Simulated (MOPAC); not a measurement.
MOPAC input (PM7):

```
PM7 1SCF GEO-OK AUX(PRECISION=9) THREADS=1
HLi

Li   -0.00000000 1   -0.00000000 1   -0.39768250 1
H     0.00000000 1    0.00000000 1    1.19304749 1
```

From the last part of the output:

```
                                                       MOPAC v23.2.5 Linux

          FINAL HEAT OF FORMATION =         52.89645 KCAL/MOL =     221.31874 KJ/MOL

          COSMO AREA              =         60.22 SQUARE ANGSTROMS
          COSMO VOLUME            =         43.12 CUBIC ANGSTROMS

          IONIZATION POTENTIAL    =          7.365591 EV
          HOMO LUMO ENERGIES (EV) =         -7.366  4.181
          NO. OF FILLED LEVELS    =          1
          MOLECULAR WEIGHT        =          7.9479         POINT GROUP:  C*v

          MOLECULAR DIMENSIONS (Angstroms)

            Atom       Atom       Distance
            H     2   Li     1     1.59073
            H     2   Li     1     0.00000
           Li     1    H     2     0.00000

          SCF CALCULATIONS        =          1

   ATOM   CHEMICAL          X               Y               Z
  NUMBER   SYMBOL      (ANGSTROMS)     (ANGSTROMS)     (ANGSTROMS)

     1      Li         -0.00000000  *  -0.00000000  *  -0.39768250  *
     2       H          0.00000000  *   0.00000000  *   1.19304749  *

                             CARTESIAN COORDINATES

   1   Li       -0.000000000    -0.000000000    -0.397682500
   2    H        0.000000000     0.000000000     1.193047490

           Empirical Formula: H Li  =     2 atoms

      MOLECULAR POINT GROUP   :   C*v

                  EIGENVALUES
  -7.36559   4.18099   9.14437   9.14437   9.19575

              NET ATOMIC CHARGES AND DIPOLE CONTRIBUTIONS

  ATOM NO.   TYPE          CHARGE      No. of ELECS.   s-Pop       p-Pop
    1         Li           0.413464        0.5865     0.58530     0.00124
    2          H          -0.413464        1.4135     1.41346
 DIPOLE           X         Y         Z       TOTAL
 POINT-CHG.     0.000     0.000    -3.159     3.159
 HYBRID         0.000     0.000    -0.006     0.006
 SUM            0.000     0.000    -3.166     3.166

          ATOMIC ORBITAL ELECTRON POPULATIONS

     Atom    s        px        py        pz
    1 Li   0.58530   0.00000   0.00000   0.00124
    2  H   1.41346

 **********************
 *                    *
 * JOB ENDED NORMALLY *
 *                    *
 **********************

 == MOPAC DONE ==
```
